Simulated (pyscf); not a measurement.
Optimised with ωB97X-D3(BJ)/def2-SVP in PySCF.

Q: Estimate the classical barrier height and the reaction energy of H₃C–C(CH₃)=N• -> acetonitrile (H₃C–C≡N) + methyl (CH₃•) at PBE/def2-TZVP. The step runs on the doublet surface, breaks C–C and forms none; take the reactant's lowest minimum found as zero.

A: ΔE‡ = 1.21 eV, ΔE = +0.94 eV. ωB97M-D3(BJ)/def2-TZVP gives 1.28 eV and +0.87 eV. Zero-point energy shifts the barrier by -0.14 eV. It is a bond scission, with an imaginary mode of 553i cm⁻¹. This is the saddle that the search found; another between the same sides may lie lower.
